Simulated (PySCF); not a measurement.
**Atomic charges by several schemes**

Sulfuryl chloride fluoride, ClFO₂S.
Numbering: `[O:1]=[S:2](=[O:3])([F:4])[Cl:5]`

Structure used (PBE0-D3(BJ)/def2-TZVP), in Å, numbered top down from 1:
```
atom  x, y, z in Å
O1    -0.0263   -1.0686   -1.0907
S2    -0.0508   -0.2052    0.0236
O3    -0.1458   -0.6492    1.3585
F4    -1.2072    0.8028   -0.2059
Cl5    1.4627    1.0848   -0.1238
```

Density: PBE0/pcSseg-2 (PySCF); schemes: Mulliken, IAO, Hirshfeld and ESP-fitted. Geometry: PBE0-D3(BJ)/def2-TZVP; no solvent, vibrations or thermal averaging.

Q: Atoms with like bonding are taken together and averaged. At which atom do the 4 schemes differ most?

A: At S2: from +0.547 (Hirshfeld) to +2.272 e (IAO), 1.725 e apart.

Q: For which atoms does the sign change between the 4 schemes (beyond +0.03 e in one, beyond −0.03 e in another)?

A: For none.

Q: What partial charge does each atom carry?

A: In e; atoms taken as equivalent share a row and are averaged (×n: the atom named and its like, n in all):

| atom | environment | Mulliken | IAO | Hirshfeld | ESP-fitted |
| --- | --- | --- | --- | --- | --- |
| O1/O3 | sulfonyl oxygen | -0.386 | -0.812 | -0.249 | -0.332 |
| S2 | sulfonyl sulfur | +1.037 | +2.272 | +0.547 | +0.783 |
| F4 | sulfur-bound fluorine | -0.201 | -0.458 | -0.068 | -0.108 |
| Cl5 | chlorine bonded to S | -0.065 | -0.189 | +0.019 | -0.010 |

Mean size of the charges over all atoms: IAO 0.909 e, Mulliken 0.415 e, ESP-fitted 0.313 e, Hirshfeld 0.227 e. Each set sums to the total charge, 0, to within 0.001 e. The Mulliken scheme gives each basis function's population to the atom it is centred on and halves the overlap population of two atoms between them.

Q: Sum the charges by element, for elements with more than one atom.

A: 
| element | atoms | Mulliken | IAO | Hirshfeld | ESP-fitted |
| --- | --- | --- | --- | --- | --- |
| O | 2 | -0.771 | -1.625 | -0.498 | -0.664 |

Q: How many electrons does the Mulliken scheme count on O1?

A: Its own charge is -0.386 e, so Z − q = 8.386.
